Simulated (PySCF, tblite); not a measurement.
Isomers of C4H8N2. Computed with GFN2-xTB (tblite): harmonic, unscaled wavenumbers at the GFN2-xTB geometry, gas phase. Against measured fundamentals such values can be off by several per cent, at times by over 20. One conformer each.

Electronic energies: PBE0/pcSseg-1 single points on the GFN2-xTB geometries (PySCF, gas phase).

| SMILES | electronic energy, lowest = 0 (kcal/mol) |
| --- | --- |
| C/C=N\N=C\C | 12.1 |
| [H]/N=C(/C=C)CN | 0.0 |
| C=NNC1CC1 | 28.1 |
| [H]/N=C(\C)CN=C | 1.5 |

Task: How do GFN2-xTB zero-point energies change the relative energies?

Result: 
```json
{"SMILES": "[H]/N=C(/C=C)CN", "ZPE (kcal/mol)": "73.0", "of it from modes above 1550 cm⁻¹": "43.1", "electronic (kcal/mol)": "0.0", "with ZPE, lowest = 0 (kcal/mol)": "0.0", "lowest mode (cm⁻¹)": "103", "rings": "0"}
{"SMILES": "[H]/N=C(\\C)CN=C", "ZPE (kcal/mol)": "72.3", "of it from modes above 1550 cm⁻¹": "39.6", "electronic (kcal/mol)": "1.5", "with ZPE, lowest = 0 (kcal/mol)": "0.7", "lowest mode (cm⁻¹)": "53", "rings": "0"}
{"SMILES": "C/C=N\\N=C\\C", "ZPE (kcal/mol)": "72.0", "of it from modes above 1550 cm⁻¹": "39.4", "electronic (kcal/mol)": "12.1", "with ZPE, lowest = 0 (kcal/mol)": "11.1", "lowest mode (cm⁻¹)": "93", "rings": "0"}
{"SMILES": "C=NNC1CC1", "ZPE (kcal/mol)": "72.9", "of it from modes above 1550 cm⁻¹": "37.8", "electronic (kcal/mol)": "28.1", "with ZPE, lowest = 0 (kcal/mol)": "27.9", "lowest mode (cm⁻¹)": "53", "rings": "1"}
```

The zero-point energies span 1.0 kcal/mol, from `C/C=N\N=C\C` to `[H]/N=C(/C=C)CN`. The order is unchanged.

Task: And how do the electronic energies of GFN2-xTB itself compare?

Result: `[H]/N=C(/C=C)CN` 16.4; `[H]/N=C(\C)CN=C` 5.3; `C/C=N\N=C\C` 0.0; `C=NNC1CC1` 13.9 kcal/mol, lowest = 0. Against the energies above, taken from the same isomer `[H]/N=C(/C=C)CN`, the largest difference is 30.6 kcal/mol.

Task: What do entropy and thermal enthalpy add at 298.15 K and 1 bar (rigid rotor, harmonic oscillator, one conformer each)?

Result: 
```csv
SMILES,point group,symmetry number,S (cal/(mol K)),H − H(0) (kcal/mol),ZPE + H − H(0) − TS (kcal/mol)
[H]/N=C(/C=C)CN,C1,1,81.5,5.03,53.8
[H]/N=C(\C)CN=C,C1,1,84.0,5.15,52.4
C/C=N\N=C\C,C1,1,84.4,5.34,52.2
C=NNC1CC1,C1,1,80.0,4.71,53.7
```
